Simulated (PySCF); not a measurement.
What builds the electron affinity along the third row

Calculated with PySCF 2.14 from differences of total energies of unrestricted determinants, without spin-orbit coupling. Each column adds one step, in eV (sums use unrounded values): valence MP2, valence CCSD, valence triples, then the next inner shell at CCSD(T) (Al 2s 2p, Si 2s 2p, S 2s 2p, Cl 2s 2p). References (photodetachment measurements) marked * lie between the lowest fine-structure levels; the others compare directly ((s) semi-empirical, (t) theoretical).

```tsv
element	UHF	+ MP2	+ CCSD	+ (T)	+ inner shell	sum	reference
Al [Ne] 3s2 3p2 → [Ne] 3s2 3p1 (x2c-QZVPPall with one added diffuse shell each of s, p, d, f type, spin-free X2C)	0.008	0.358	0.006	0.054	-0.017	0.408	0.433 *
Si [Ne] 3s2 3p3 → [Ne] 3s2 3p2 (x2c-QZVPPall with one added diffuse shell each of s, p, d, f type, spin-free X2C)	0.840	0.553	-0.067	0.065	-0.011	1.379	1.390 *
S [Ne] 3s2 3p5 → [Ne] 3s2 3p4 (x2c-QZVPPall with one added diffuse shell each of s, p, d, f type, spin-free X2C)	0.869	1.113	-0.070	0.089	-0.002	1.999	2.077 *
Cl [Ar] → [Ne] 3s2 3p5 (x2c-QZVPPall with one added diffuse shell each of s, p, d, f type, spin-free X2C)	2.352	1.330	-0.216	0.098	-0.001	3.562	3.613 *
```

What remains against the references is mostly basis incompleteness and, for starred values, spin-orbit coupling.

These are valence bases, so the inner-shell step is incomplete.
